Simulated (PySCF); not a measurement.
Homolysis of single bonds, series Al CH3-H. All species are isolated molecules in the gas phase. Strings in code marks are SMILES.

Computed with B3LYP-D3(BJ)/def2-TZVP // PBE0-D4/def2-TZVP (PySCF). B3LYP has the VWN-RPA correlation part, as in Gaussian. 

```tsv
species	dipole moment (D)
radical fragment (`[CH3]`)	0.00
radical fragment (`[CH3][Al][CH3]`)	0.32
whole molecule (`[CH3][AlH][CH3]`)	0.65
radical fragment (`[CH3][AlH]`)	0.66
whole molecule (`[CH3][AlH2]`)	0.73
whole molecule (`[AlH3]`)	0.00
```
